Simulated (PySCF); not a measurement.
BF3, SMILES FB(F)F. The structure is a stationary point at PBE-D3(BJ)/def2-TZVP. The isomer is the one that the SMILES or the coordinates give; other isomers of the formula were not compared.

TDA-ωB97X/def2-SVPD in PySCF puts the lowest singlet excitations at 10.91, 11.37, 12.01, 12.01, 12.16, 12.16 eV.

What are the lowest excitation roots from ADC(2)/aug-cc-pVDZ run with PySCF 2.14.0? (The exact figures need the calculation; the answer reports its results.)

10.69, 10.97, 11.58, 11.58, 11.80, 11.80 eV. S1 differs by -0.21 eV (second minus first; roots are paired by order, and the bases may differ).
